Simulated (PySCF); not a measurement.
Symmetry of computed structures. Level of theory: PBE0/pcSseg-1 in PySCF (dipole) on a GFN2-xTB geometry, gas phase. The symmetry is that of the one conformer found, every atom within 0.08 Å of its image; none is proved a minimum here.

(1) What symmetry has `[CH3:1][C@@H:2]([CH2:3][F:4])[Si@:5]1([CH3:6])[CH2:7][C@H:8]([F:9])[CH2:10]1` with C1–C2–C3–F4 70°, C1–C2–Si5–C6 -45°, C2–Si5–C7–C8 -125°, Si5–C7–C8–F9 136°, C7–C8–C10–Si5 -15°, C2–Si5–C10–C8 125°?

(2) What symmetry has `[CH3:1][C:2]([CH3:3])([CH3:4])[CH3:5]`?

(3) Point group, rotor type and polarity of `C1=CC=C1` (cyclobutadiene)?

(4) `Fc1ccpc2ccccc12`: symmetry, top, dipole?

(5) Point group, rotor type and polarity of `[CH3:1][Si@@H:2]([PH2:3])[Si@H:4]([PH2:5])[O:6][SiH3:7]` with C1–Si2–P3–H -73° and -166°, C1–Si2–Si4–P5 -173°, Si2–Si4–P5–H 54° and -39°, Si2–Si4–O6–Si7 150°?

Results:

(1) C1; near-prolate asymmetric top; symmetry number 1; this conformer is chiral (no improper operation); dipole 1.86 D.

(2) Td; spherical top; symmetry number 12; 24 operations, which sort the 17 atoms into 3 sets; dipole forbidden by symmetry (computed 0.00 D); heavy atoms equivalent by symmetry: C1/C3/C4/C5.

(3) D2h; asymmetric top; symmetry number 4; 8 operations, which sort the 8 atoms into 2 sets; dipole forbidden by symmetry (computed 0.00 D).

(4) Cs; asymmetric top; symmetry number 1; 2 operations, which sort the 17 atoms into 17 sets; dipole 0.82 D, in the ab plane, which is the mirror; A, B, C = 1408, 1055, 603.1 MHz.

(5) C1; asymmetric top; symmetry number 1; this conformer is chiral (no improper operation); dipole 1.53 D; A, B, C = 1289, 566.2, 415.8 MHz.
